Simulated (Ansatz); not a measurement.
Mulliken charges of C2H7B (`BCC`) from ωB97M-V/def2-TZVPP in Ansatz (PBE0-D4/def2-TZVP geometry).

```
atom   x (Å)   y (Å)   z (Å)  charge (e)
  B1  -0.923   0.855  -0.729      -0.165
  C2   0.422   0.294  -0.199      -0.181
  C3   0.385  -0.914   0.728      -0.295
  H4  -1.980   0.367  -0.436       0.068
  H5  -0.920   1.807  -1.458       0.073
  H6   0.951   1.138   0.271       0.099
  H7   1.047   0.094  -1.084       0.099
  H8   1.384  -1.227   1.039       0.104
  H9  -0.190  -0.698   1.631       0.099
 H10  -0.092  -1.768   0.241       0.099
```

Task: By hand: the dipole of these point charges (1 e Å = 4.8032 D).

Result: Σ q r = (0.074, -0.018, 0.018) e Å, of length 0.078 e Å = 0.37 D.

Task: How does the dipole of the full density compare? (Estimate.)

Result: The calculation gave: (0.134, -0.033, 0.035) e Å, 0.68 D; the point charges give 0.54 times that, at 1° from its direction.

Point charges leave out the atoms' own dipoles, such as those of lone pairs, and Mulliken's split depends on the basis, so the two needn't agree.
